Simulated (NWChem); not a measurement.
System: NaCl; SMILES [Na][Cl]

The following NWChem deck was run.

```
start job
memory heap 200 mb stack 900 mb global 1100 mb
geometry units angstroms noautosym nocenter noautoz
  Na     0.000000     0.000000    -1.409652
  Cl     0.000000     0.000000     0.928494
end
basis spherical
  * library pcsseg-1
end
dft
  xc kt2
  iterations 150
end
property
  shielding
  efieldgrad
end
task dft property
```

Excerpt of the output:

```
             Northwest Computational Chemistry Package (NWChem) 7.3.0
             --------------------------------------------------------

                             Geometry "geometry" -> ""
                             -------------------------

 Output coordinates in angstroms (scale by  1.889725989 to convert to a.u.)

  No.       Tag          Charge          X              Y              Z
 ---- ---------------- ---------- -------------- -------------- --------------
    1 Na                  11.0000     0.00000000     0.00000000    -1.40965200
    2 Cl                  17.0000     0.00000000     0.00000000     0.92849400

 Effective nuclear repulsion energy (a.u.)      42.3224835245

                              NWChem Property Module
                              ----------------------

  itol2e modified to match energy
  convergence criterion.

                                 NWChem DFT Module
                                 -----------------

 Summary of "ao basis" -> "ao basis" (spherical)
 ------------------------------------------------------------------------------
       Tag                 Description            Shells   Functions and Types
 ---------------- ------------------------------  ------  ---------------------
 Na                         pcsseg-1                 8       16   4s4p
 Cl                         pcsseg-1                10       24   4s5p1d

  itol2e modified to match energy
  convergence criterion.

            General Information
            -------------------
          SCF calculation type: DFT
          Wavefunction type:  closed shell.
          No. of atoms     :     2
          No. of electrons :    28
           Alpha electrons :    14
            Beta electrons :    14
          Charge           :     0
          Spin multiplicity:     1
          Use of symmetry is: off; symmetry adaption is: off
          Maximum number of iterations: 150
          AO basis - number of functions:    40
                     number of shells:    18
          Convergence on energy requested:  1.00D-07
          Convergence on density requested:  1.00D-05
          Convergence on gradient requested:  5.00D-04

              XC Information
              --------------
                          KT2 Method XC Functional
                        Slater Exchange Functional  1.072 local
                           KT1 gradient correction  1.000 non-local
            Perdew 1991 LDA Correlation Functional  0.577 local

             Grid Information
             ----------------
          Grid used for XC integration:  fine
          Radial quadrature: Mura-Knowles
          Angular quadrature: Lebedev.
          Tag              B.-S. Rad. Rad. Pts. Rad. Cut. Ang. Pts.
          ---              ---------- --------- --------- ---------
          Na                  1.80      123          11.0       770
          Cl                  1.00      123          10.0       770
          Grid pruning is: on
          Number of quadrature shells:   246
          Spatial weights used:  Erf1

      Superposition of Atomic Density Guess
      -------------------------------------

 Sum of atomic energies:        -621.28251287

      Non-variational initial energy
      ------------------------------

 Total energy =    -621.168946
 1-e energy   =    -946.797802
 2-e energy   =     283.306372
 HOMO         =      -0.454986
 LUMO         =      -0.049888

   convergence    iter        energy       DeltaE   RMS-Dens  Diis-err
 ---------------- ----- ----------------- --------- --------- ---------
 d= 0,ls=0.0,diis     1   -627.6049709276 -6.70D+02  3.21D-02  6.58D-01
 d= 0,ls=0.0,diis     2   -627.5526245664  5.23D-02  2.72D-02  5.29D-01
 d= 0,ls=0.0,diis     3   -627.6253245064 -7.27D-02  7.55D-03  1.44D-01
 d= 0,ls=0.0,diis     4   -627.6438251187 -1.85D-02  1.47D-03  1.35D-03
 d= 0,ls=0.0,diis     5   -627.6441132057 -2.88D-04  1.02D-04  6.67D-05
  Resetting Diis
 d= 0,ls=0.0,diis     6   -627.6441161020 -2.90D-06  7.35D-05  1.08D-05
 d= 0,ls=0.0,diis     7   -627.6441178291 -1.73D-06  2.27D-05  1.12D-07
 d= 0,ls=0.0,diis     8   -627.6441178041  2.50D-08  1.27D-05  3.01D-07
 d= 0,ls=0.0,diis     9   -627.6441178487 -4.46D-08  6.47D-07  7.96D-10

         Total DFT energy =     -627.644117848705
      One electron energy =     -950.757509141531
           Coulomb energy =      328.798964190398
    Exchange-Corr. energy =      -48.008056422102
 Nuclear repulsion energy =       42.322483524529

 Numeric. integr. density =       27.999999985213

                       DFT Final Molecular Orbital Analysis
                       ------------------------------------

 Vector   12  Occ=2.000000D+00  E=-2.089633D-01
              MO Center=  7.2D-10, -9.7D-10,  8.2D-01, r^2= 1.6D+00
   Bfn.  Coefficient  Atom+Function         Bfn.  Coefficient  Atom+Function
  ----- ------------  ---------------      ----- ------------  ---------------
    32      0.522772  2 Cl pz                35      0.480344  2 Cl pz
     3     -0.238913  1 Na s                  2      0.143785  1 Na s
    23     -0.140683  2 Cl pz                26     -0.138790  2 Cl pz
    19      0.084935  2 Cl s                 29      0.073870  2 Cl pz
    18     -0.052090  2 Cl s                 20      0.051139  2 Cl s

 Vector   13  Occ=2.000000D+00  E=-1.881067D-01
              MO Center= -3.0D-09,  2.7D-09,  8.7D-01, r^2= 1.4D+00
   Bfn.  Coefficient  Atom+Function         Bfn.  Coefficient  Atom+Function
  ----- ------------  ---------------      ----- ------------  ---------------
    30      0.394010  2 Cl px                33      0.381147  2 Cl px
    31     -0.359853  2 Cl py                34     -0.348105  2 Cl py
    21     -0.107061  2 Cl px                24     -0.106515  2 Cl px
    22      0.097780  2 Cl py                25      0.097282  2 Cl py
    14      0.065265  1 Na px                15     -0.059608  1 Na py

 Vector   14  Occ=2.000000D+00  E=-1.881067D-01
              MO Center=  1.1D-10, -4.4D-11,  8.7D-01, r^2= 1.4D+00
   Bfn.  Coefficient  Atom+Function         Bfn.  Coefficient  Atom+Function
  ----- ------------  ---------------      ----- ------------  ---------------
    31      0.394010  2 Cl py                34      0.381147  2 Cl py
    30      0.359853  2 Cl px                33      0.348105  2 Cl px
    22     -0.107061  2 Cl py                25     -0.106515  2 Cl py
    21     -0.097780  2 Cl px                24     -0.097282  2 Cl px
    15      0.065265  1 Na py                14      0.059608  1 Na px

 Vector   15  Occ=0.000000D+00  E=-7.593593D-02
              MO Center= -7.4D-09, -9.2D-10, -2.1D+00, r^2= 5.2D+00
   Bfn.  Coefficient  Atom+Function         Bfn.  Coefficient  Atom+Function
  ----- ------------  ---------------      ----- ------------  ---------------
     3      0.613208  1 Na s                  4      0.407080  1 Na s
    16     -0.324905  1 Na pz                 2     -0.262490  1 Na s
    32      0.142036  2 Cl pz                35      0.117315  2 Cl pz
    19     -0.077634  2 Cl s                 20     -0.072858  2 Cl s
     7      0.055750  1 Na pz                10      0.054808  1 Na pz

 Vector   16  Occ=0.000000D+00  E= 2.993323D-02
              MO Center=  6.2D-09,  8.8D-09, -1.4D+00, r^2= 4.9D+00
   Bfn.  Coefficient  Atom+Function         Bfn.  Coefficient  Atom+Function
  ----- ------------  ---------------      ----- ------------  ---------------
    15      0.855437  1 Na py                14      0.598605  1 Na px
    34     -0.180092  2 Cl py                33     -0.126022  2 Cl px
    31     -0.101553  2 Cl py                 6     -0.089833  1 Na py
     9     -0.077060  1 Na py                30     -0.071063  2 Cl px
     5     -0.062862  1 Na px                 8     -0.053924  1 Na px

 Vector   17  Occ=0.000000D+00  E= 2.993323D-02
              MO Center=  1.0D-08, -7.0D-09, -1.4D+00, r^2= 4.9D+00
   Bfn.  Coefficient  Atom+Function         Bfn.  Coefficient  Atom+Function
  ----- ------------  ---------------      ----- ------------  ---------------
    14      0.855437  1 Na px                15     -0.598605  1 Na py
    33     -0.180092  2 Cl px                34      0.126022  2 Cl py
    30     -0.101553  2 Cl px                 5     -0.089833  1 Na px
     8     -0.077060  1 Na px                31      0.071063  2 Cl py
     6      0.062862  1 Na py                 9      0.053924  1 Na py

     Multipole analysis of the density
     ---------------------------------

     L   x y z        total         alpha         beta         nuclear
     -   - - -        -----         -----         ----         -------
     0   0 0 0     -0.000000    -14.000000    -14.000000     28.000000

     1   1 0 0      0.000000      0.000000      0.000000      0.000000
     1   0 1 0     -0.000000     -0.000000     -0.000000      0.000000
     1   0 0 1     -3.372042     -1.948906     -1.948906      0.525771

     2   2 0 0    -14.206134     -7.103067     -7.103067      0.000000
     2   1 1 0     -0.000000     -0.000000     -0.000000      0.000000
     2   1 0 1     -0.000000     -0.000000     -0.000000      0.000000
     2   0 2 0    -14.206134     -7.103067     -7.103067      0.000000
     2   0 1 1      0.000000      0.000000      0.000000      0.000000
     2   0 0 2     -8.647199    -69.520566    -69.520566    130.393932

          -----------------------
          Electric field gradient
          -----------------------

 1 a.u. = 0.324123 10**(16) esu/cm**3  ( or statvolts/cm**2 ) = 0.97174 10**(22) v/m**2

 ------------------------------------------------------------
   Atom      X         Y         Z
 ------------------------------------------------------------
    1 Na   0.00000   0.00000  -2.66386
 ------------------------------------------------------------

 Electric field gradient in molecular frame (a.u.)
         XX             YY             ZZ             XY             XZ             YZ
 ------------------------------------------------------------------------------------------
       -0.103847      -0.103847       0.207694       0.000000      -0.000000      -0.000000

 Principal components (a.u.) and orientation
 of principal axis w.r.t. absolute frame                      Asymmetry parameter eta
 --------------------------------------------------------------------------------------
        0.207694      -0.103847      -0.103847                       0.000000

       -0.000000      -0.699499       0.714633
       -0.000000       0.714633       0.699499
        1.000000      -0.000000       0.000000

 ------------------------------------------------------------
   Atom      X         Y         Z
 ------------------------------------------------------------
    2 Cl   0.00000   0.00000   1.75460
 ------------------------------------------------------------

 Electric field gradient in molecular frame (a.u.)
         XX             YY             ZZ             XY             XZ             YZ
 ------------------------------------------------------------------------------------------
        0.322221       0.322221      -0.644443      -0.000000      -0.000000       0.000000

 Principal components (a.u.) and orientation
 of principal axis w.r.t. absolute frame                      Asymmetry parameter eta
 --------------------------------------------------------------------------------------
       -0.644443       0.322221       0.322221                       0.000000

        0.000000       0.738544       0.674205
       -0.000000      -0.674205       0.738544
        1.000000      -0.000000      -0.000000

          -----------------------------------------
          Chemical Shielding Tensors (GIAO, in ppm)
          -----------------------------------------

                                NWChem CPHF Module
                                ------------------

  scftype          =     RHF
  nclosed          =       14
  nopen            =        0
  variables        =      364
  # of vectors     =        3
  tolerance        = 0.10D-03
  level shift      = 0.00D+00
  max iterations   =       50
  max subspace     =       30

 SCF residual:    7.7546710601144512E-006

Iterative solution of linear equations
  No. of variables      364
  No. of equations        3
  Maximum subspace       30
        Iterations       50
       Convergence  1.0D-04

   iter   nsub   residual    time
   ----  ------  --------  ---------
     1      3    1.82D-06       5.1

      Atom:    1  Na
        Diamagnetic
    628.8082     -0.0000      0.0000
     -0.0000    628.8082      0.0000
      0.0000      0.0000    633.4624

        Paramagnetic
    -95.2215      0.0000     -0.0000
      0.0000    -95.2215      0.0000
     -0.0000      0.0000      0.0000

        Total Shielding Tensor
    533.5868      0.0000     -0.0000
      0.0000    533.5868      0.0000
     -0.0000      0.0000    633.4624

           isotropic =     566.8786
          anisotropy =      99.8756

          Principal Components and Axis System
                 1           2           3
              633.4624    533.5868    533.5868

      1        -0.0000      0.6619      0.7496
      2         0.0000      0.7496     -0.6619
      3         1.0000      0.0000      0.0000

      Atom:    2  Cl
        Diamagnetic
   1148.8427      0.0000      0.0000
      0.0000   1148.8427     -0.0000
      0.0000     -0.0000   1153.1119

        Paramagnetic
    -42.3876     -0.0000      0.0000
     -0.0000    -42.3876     -0.0000
      0.0000     -0.0000      0.0000

        Total Shielding Tensor
   1106.4551     -0.0000      0.0000
     -0.0000   1106.4551     -0.0000
      0.0000     -0.0000   1153.1119

           isotropic =    1122.0074
          anisotropy =      46.6568

          Principal Components and Axis System
                 1           2           3
             1153.1119   1106.4551   1106.4551

      1         0.0000      0.7358      0.6772
      2        -0.0000     -0.6772      0.7358
      3         1.0000     -0.0000     -0.0000
```

Level: KT2/pcSseg-1, GIAO. All runs use the structure optimised with PBE0/def2-SVP. NWChem prints the field gradient with the sign opposite to the second derivative of the potential. The printed shielding anisotropy is the first printed principal value minus the mean of the other two.
